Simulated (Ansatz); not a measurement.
**CH₂Cl₂ (built from SMILES Cl[C]Cl.[H][H]): one structure at several levels**

A test off equilibrium: a displaced guess of a reacting structure is computed at several levels, and each is set against CCSD(T).

Program: Ansatz 0.2.0, Gaussian basis. Level of theory: single points in def2-TZVPP. These are calculated values, not measurements.

Cores are frozen in the correlated methods.

## 1. Starting geometry

5 atoms, charge 0, spin multiplicity 1.

Atoms are counted from 1 here; the program's logs count them from 0.

Bond lengths: C1–Cl2 1.677 Å, C1–Cl3 1.702 Å, C1–H4 1.216 Å. Angles: Cl2–C1–Cl3 122.4°, Cl2–C1–H4 116.6°, Cl3–C1–H4 119.6°.

Geometry (Å):

```
C     0.1027   -0.1876    0.1456
Cl   -0.1620    0.2297    1.7485
Cl   -0.7870   -1.4090   -0.6376
H     0.7740    0.5832   -0.5134
H    -0.1471    0.9586   -0.6324
```

## 2. CCSD(T)/def2-TZVPP

run/in.yaml reads:

```yaml
crystal:
  periodic: [false, false, false]
  atoms:
    - {symbol: C, position_ang: [0.102700, -0.187600, 0.145600]}
    - {symbol: Cl, position_ang: [-0.162000, 0.229700, 1.748500]}
    - {symbol: Cl, position_ang: [-0.787000, -1.409000, -0.637600]}
    - {symbol: H, position_ang: [0.774000, 0.583200, -0.513400]}
    - {symbol: H, position_ang: [-0.147100, 0.958600, -0.632400]}
basis:
  gaussian: {orbitals: def2-TZVPP}
correlation: {method: ccsd_t}
output: {forces: true}
```

The command line of these runs was not kept.

## 3. PBE0-D4/def2-TZVPP

Edit run/in.yaml of step 2 so:

```diff
@@ -10,3 +10,3 @@
   gaussian: {orbitals: def2-TZVPP}
-correlation: {method: ccsd_t}
-output: {forces: true}
+hamiltonian: {xc: pbe0, dispersion: d4}
+output: {forces: true, orbitals: {seedname: orbitals}}
```

## 4. wB97M-V/def2-TZVPP

Edit run/in.yaml of step 3 so:

```diff
@@ -10,3 +10,3 @@
   gaussian: {orbitals: def2-TZVPP}
-hamiltonian: {xc: pbe0, dispersion: d4}
-output: {forces: true, orbitals: {seedname: orbitals}}
+hamiltonian: {xc: {name: wB97M-V}}
+output: {forces: true}
```

## 5. r2SCAN-D4/def2-TZVPP

Edit run/in.yaml of step 4 so:

```diff
@@ -10,3 +10,3 @@
   gaussian: {orbitals: def2-TZVPP}
-hamiltonian: {xc: {name: wB97M-V}}
+hamiltonian: {xc: r2scan, dispersion: d4}
 output: {forces: true}
```

## 6. PBE-D4/def2-TZVPP

Edit run/in.yaml of step 5 so:

```diff
@@ -10,3 +10,3 @@
   gaussian: {orbitals: def2-TZVPP}
-hamiltonian: {xc: r2scan, dispersion: d4}
+hamiltonian: {xc: pbe, dispersion: d4}
 output: {forces: true}
```

## 7. HSE06-D4/def2-TZVPP

Edit run/in.yaml of step 6 so:

```diff
@@ -10,3 +10,3 @@
   gaussian: {orbitals: def2-TZVPP}
-hamiltonian: {xc: pbe, dispersion: d4}
+hamiltonian: {xc: hse06, dispersion: d4}
 output: {forces: true}
```

## 8. BHLYP-D4/def2-TZVPP

Edit run/in.yaml of step 7 so:

```diff
@@ -10,3 +10,3 @@
   gaussian: {orbitals: def2-TZVPP}
-hamiltonian: {xc: hse06, dispersion: d4}
+hamiltonian: {xc: {name: BHLYP}, dispersion: d4}
 output: {forces: true}
```

(Steps that only read results are left out.)

**Question.** What will these runs give? Wanted: energy less free atoms, CCSD(T)/def2-TZVPP; RMS force component; RMS force error; HOMO and LUMO, PBE0-D4; T1 diagnostic.

As calculated:

| quantity | value |
| --- | --- |
| energy less free atoms, CCSD(T)/def2-TZVPP | -11.722 eV |
| RMS force component | 1.845 to 2.065 eV/Å over the methods |
| RMS force error | PBE0-D4 0.208, wB97M-V 0.158, r2SCAN-D4 0.190, PBE-D4 0.242, HSE06-D4 0.206, BHLYP-D4 0.216 eV/Å |
| HOMO and LUMO, PBE0-D4 | -6.48 and -0.90 eV |
| T1 diagnostic | 0.011 |

**Reading.** Against CCSD(T) the functionals' energies less atoms differ by -1.329 to +0.350 eV, PBE-D4 by -1.329 eV. The reference is not at the basis limit: in triple zeta CCSD(T) underbinds, which counts against methods that bind more; the gaps are no ranking. The forces of wB97M-V come nearest to CCSD(T), those of PBE-D4 are farthest. Frozen-core CCSD(T) forces in triple zeta carry basis errors of their own, and this is one geometry, so small gaps rank nothing.
